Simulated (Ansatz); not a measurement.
Relaxation of AlClFH (4 atoms, charge 0, multiplicity 1), to a largest force component of 0.03 eV/Å in at most 50 steps.

All numbers below come from RKS B3LYP-D4/def2-TZVP in Ansatz.

```xyz
4
Properties=species:S:1:pos:R:3
Al 0.284 0.000 0.027
Cl 1.073 0.000 2.047
H 1.735 0.000 -0.491
F -1.258 0.000 -0.523
```

**Question.** Where does it end, and by what steps?

**Answer.** The forces met the threshold. After 6 steps the energy has fallen by 0.591 eV; H3 moved furthest, 0.40 Å.

```csv
step,energy less start (eV),largest force component (eV/Å),accepted
0,0.0000,1.517,yes
1,-0.4084,1.003,yes
2,-0.5725,0.570,yes
3,-0.5891,0.225,yes
4,-0.5909,0.053,yes
5,-0.5908,0.069,no
6,-0.5909,0.004,yes
```

```xyz
4
Properties=species:S:1:pos:R:3
Al 0.477 0.000 0.139
Cl 0.783 0.000 2.204
H 1.652 0.000 -0.881
F -1.077 0.000 -0.404
```

Time of the run: 6.2 s on 4 threads of Arm Neoverse V1 (shared host), peak memory 0.18 GiB.
